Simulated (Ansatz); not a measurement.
System: C2H3, net charge 0, doublet state. It need not be the lowest isomer of its formula. 
Geometry from a B3LYP-D3(BJ)/def2-TZVP (Ansatz, a program for electronic structure) optimisation:
SMILES: [CH]=C
```xyz
5

C      0.0510    -0.5838    -0.0118
C      0.0446     0.7173     0.0179
H     -0.8735    -1.1638    -0.0541
H      0.9720    -1.1602     0.0038
H     -0.6722     1.5232     0.0139
```
Charge 0, spin multiplicity 2.

Basis-set convergence of Hartree-Fock and CCSD(T) correlation energies (hartree) with Ansatz. Cores are frozen in the correlated levels unless marked. Open shells are spin-unrestricted. Spin-orbit coupling is left out. No relativistic terms.

The UHF reference is spin-contaminated (<S^2> 0.18 over the pure value in the largest basis). 

| basis | functions | E(HF) | E(corr, CCSD(T)) |
|---|---|---|---|
| def2-SVP | 43 | -77.33431 | -0.27537 |
| def2-TZVPP | 104 | -77.42219 | -0.33126 |
| def2-QZVPP | 204 | -77.42570 | -0.34834 |

Extrapolating the two largest sets (X = 3 and 4) as X^-3: E(corr) = (64·(-0.34834) - 27·(-0.33126))/37 = -0.3608 Eh, an estimate of the basis-set limit. The largest set recovers 96.5 % of it, the smallest 76.3 %.
